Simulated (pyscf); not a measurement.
Optimised with ωB97X-D3(BJ)/def2-SVP in PySCF.

**Question.** Estimate by transition-state theory the rate constant of `[CH4]` + `[CH3][B]([CH3])[F]` → `[CH3][B]([CH3])[CH3]` + `[FH]` (singlet surface; C–H, B–F broken, B–C, F–H formed) at 1200 K, with ωB97M-D3(BJ)/def2-TZVP energies (ideal gas, 1 atm, RRHO with modes under 100 cm⁻¹ raised to 100, one conformer, R ln 2 for rigid chiral ones; no tunnelling).

**Answer.** The electronic barrier is 55.4 kcal/mol and the thermal terms add +42.1, so ΔG‡ = 97.6 kcal/mol. With k_BT/h = 2.50e+13 s⁻¹ and RT = 2.385 kcal/mol, and a volume of 1.64e-19 cm³ per molecule at 1 atm, k = 7.0e-24 cm³ molecule⁻¹ s⁻¹. Wigner's tunnelling factor for 1126i cm⁻¹ would be 1.08. A shift of 1 kcal/mol in the barrier changes k by a factor 1.5. One saddle was located; it need not be the lowest between these sides.
